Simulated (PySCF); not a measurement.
Gas-phase reaction: 2 SiF4 + H2 → 2 SiHF + 6 F

Energies from PySCF (xtb for GFN2), thermal terms from the rigid-rotor harmonic-oscillator model, ideal gas at 1 bar. † marks an energy on the PBE0/def2-TZVP geometry and frequencies; other levels use their own. MP2 and CCSD(T) freeze the core. Open shells (unrestricted): F (multiplicity 2, electronic degeneracy 6); the rest are closed-shell singlets. GFN2 has no spin-polarisation term. Spin-orbit splitting is ignored; it lowers the true energy and changes the entropy of F. SiHF: computed as isolated molecules; such fragments, hydroxides, amides, oligomers or adducts are transient or little studied in the gas. MP2 isn't extrapolated to the basis-set limit; its ΔH°(298 K) is 3249.9 kJ in def2-SVP and 3509.2 kJ in def2-TZVPP. CCSD(T) isn't extrapolated to the basis-set limit; its ΔH°(298 K) is 3038.9 kJ in def2-SVP and 3294.3 kJ in def2-TZVPP. The harmonic model lacks anharmonicity and excited electronic states, which grow with temperature; levels with a mode under 35 cm⁻¹ are left out.

| level | ΔE electronic, kJ | ΔH°(298 K), kJ | ΔS°(298 K), J/K | ΔG°(600 K), kJ |
|---|---|---|---|---|
| BLYP/def2-TZVP† | 3301 | 3271 | 743 | 2823 |
| CCSD(T)/def2-SVP† | 3070 | 3039 | 743 | 2591 |
| CCSD(T)/def2-TZVPP† | 3325 | 3294 | 743 | 2847 |
| GFN2-xTB | 2941 | 2918 | 717 | 2486 |
| M06-2X/def2-TZVP† | 3413 | 3382 | 743 | 2935 |
| MP2/def2-SVP† | 3281 | 3250 | 743 | 2802 |
| PBE0/def2-SVP† | 3180 | 3150 | 743 | 2702 |
| PBE0/def2-TZVP | 3302 | 3272 | 743 | 2824 |
| ωB97M-V/def2-TZVP† | 3351 | 3320 | 743 | 2872 |
| ωB97X-V/def2-TZVP† | 3355 | 3324 | 743 | 2876 |
ΔH° is lowest at GFN2-xTB and highest at M06-2X/def2-TZVP†. No reference value is set beside these.
